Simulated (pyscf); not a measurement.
Optimised with ωB97X-D3(BJ)/def2-SVP in PySCF.

### Question
Estimate by transition-state theory (the high-pressure limit) the rate constant of `[O]=[Cr](=[O])([F])[F]` + `[H][H]` -> `[O]=[CrH]([OH])([F])[F]` (singlet surface; H–H broken, Cr–H, H–O formed) at 1200 K, with ωB97M-D3(BJ)/def2-TZVP energies (ideal gas, 1 atm, RRHO with modes under 100 cm⁻¹ raised to 100, one conformer, R ln 2 for chiral ones without a mode under 150 cm⁻¹; no tunnelling).

### Answer
The electronic barrier is 45.7 kcal/mol and the thermal terms add +35.7, so ΔG‡ = 81.5 kcal/mol. With k_BT/h = 2.50e+13 s⁻¹ and RT = 2.385 kcal/mol, and a volume of 1.64e-19 cm³ per molecule at 1 atm, k = 6.0e-21 cm³ molecule⁻¹ s⁻¹. The product is born with the 34 kcal/mol of the reverse barrier and needs collisions to keep. Wigner's tunnelling factor for 1759i cm⁻¹ would be 1.19. A shift of 1 kcal/mol in the barrier changes k by a factor 1.5. At the saddle there is also a short Cr–H contact that neither side keeps. One saddle was located; it need not be the lowest between these sides.
